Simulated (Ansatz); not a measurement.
## Ga₂PH⁺, doublet in cc-pVDZ: errors against UCCSDT(Q)

Geometry: that of the Ga2PH, triplet, kept fixed.

```xyz
4

Ga    0.0000   -0.3606    1.3636
P     0.0000    1.5274    0.0000
Ga    0.0000   -0.3606   -1.3636
H     0.0000    2.9550    0.0000
```

Basis cc-pVDZ; Ansatz 0.2.0. Only valence electrons are correlated (noble-gas cores and the filled d shells of p-block atoms frozen), which leaves 11 electrons in 44 orbitals. R marks a restricted (for open shells ROHF) determinant, U an unrestricted one. Active spaces: frontier = (9e, 9o) about the gap. No spin–orbit coupling is included, and no scalar relativity.

Full CI isn't at hand for all of this; UCCSDT(Q) serves as the reference, and is uncertain by the last step of the cluster series or more. The frozen core follows each run's orbitals, which can shift R against U totals by a few meV for light atoms and by up to 0.1 eV past Ca.

Unrestricted rows (U) aren't spin-pure: their determinants' ⟨S²⟩ exceeds S(S+1) by up to 0.13, so they mix in states of higher spin.

* UHF ⟨S²⟩: 0.884
* T1 diagnostic (RCCSD): 0.0320
* largest doubles amplitude (RCCSD): 0.074
* T1 diagnostic (UCCSD): 0.0372

| level | E − E(UCCSDT(Q)) (kJ/mol) | wall time |
| --- | --- | --- |
| UHF | 645.6 | – |
| UMP2 | 133.5 | – |
| UCCSD | 39.4 | – |
| UCCSD(T) | 7.6 | 93 s |
| UCCSDT | 3.1 | – |

Run but not shown, since their state, orbitals or frozen core can't be matched to the reference's or they repeat it: RHF, RMP2, RCCSD, RCCSD(T), BCCD(T), RCCSDT, RCCSDT(Q), CASSCF (frontier space), NEVPT2 (frontier space), MRCISD (frontier space), MRCISD+Q (frontier space).

Times hold each run's SCF and search for its determinant on a shared host, so for small cases they say little of a method's own cost; they ran on 1 thread of Intel Xeon 6975P-C. Some runs computed forces too.
